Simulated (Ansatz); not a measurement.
# CH₄NO+: single points off equilibrium

An exercise on one series of results from a longer session: the logs are not shown, and one member is left open.

Computed with Ansatz 0.2.0, Gaussian basis. Level: single points in def2-TZVPP.

Correlated methods freeze the cores.

## Starting geometry

SMILES `NC=[OH+]`, 7 atoms, charge 1, spin multiplicity 1.

Atoms are counted from 1 here; the program's logs count them from 0.

Bond lengths: N1–C2 1.353 Å, N1–H4 0.913 Å, N1–H5 1.212 Å, C2–O3 1.298 Å, C2–H6 1.120 Å, O3–H7 1.000 Å. Angles: C2–N1–H4 124.3°, C2–N1–H5 115.0°, H4–N1–H5 120.0°, N1–C2–O3 114.0°, N1–C2–H6 122.3°, O3–C2–H6 123.5°, C2–O3–H7 113.5°.

Coordinates:

```
N    -0.8547    0.2753   -0.4984
C     0.2689    0.1394    0.2431
O     0.8810   -0.9919    0.0708
H    -1.2093   -0.3839   -1.0215
H    -1.4846    1.2900   -0.2911
H     0.5824    0.9019    1.0005
H     1.6945   -1.0964    0.6431
```

Set-up of the first run:

File run/in.yaml:

```yaml
crystal:
  periodic: [false, false, false]
  atoms:
    - {symbol: N, position_ang: [-0.854700, 0.275300, -0.498400]}
    - {symbol: C, position_ang: [0.268900, 0.139400, 0.243100]}
    - {symbol: O, position_ang: [0.881000, -0.991900, 0.070800]}
    - {symbol: H, position_ang: [-1.209300, -0.383900, -1.021500]}
    - {symbol: H, position_ang: [-1.484600, 1.290000, -0.291100]}
    - {symbol: H, position_ang: [0.582400, 0.901900, 1.000500]}
    - {symbol: H, position_ang: [1.694500, -1.096400, 0.643100]}
basis:
  gaussian: {orbitals: def2-TZVPP}
total_charge: 1
correlation: {method: ccsd_t}
output: {forces: true}
```

The command line of these runs was not kept.

Among the steps run: CCSD(T)/def2-TZVPP; PBE0-D4/def2-TZVPP; wB97M-V/def2-TZVPP; r2SCAN-D4/def2-TZVPP; PBE-D4/def2-TZVPP; CAM-B3LYP-D4/def2-TZVPP; LC-wPBE/def2-TZVPP.

One of the session's tables, all rows but one given; the rest of the session is left out.

```
      method  RMS force component (eV/Å)  angle to CCSD(T) forces (°)
     CCSD(T)                       3.206                    reference
     PBE0-D4                       3.276                          3.9
     wB97M-V                       3.243                          2.7
   r2SCAN-D4                       3.197                          1.8
      PBE-D4                           ?                            ?
CAM-B3LYP-D4                       3.276                          4.3
     LC-wPBE                       3.332                          4.7
```

Q: Estimate the row for PBE-D4 from the others.

The run gave: RMS force component (eV/Å): 3.161; angle to CCSD(T) forces (°): 3.3. In the column «RMS force component (eV/Å)» it is the lowest.
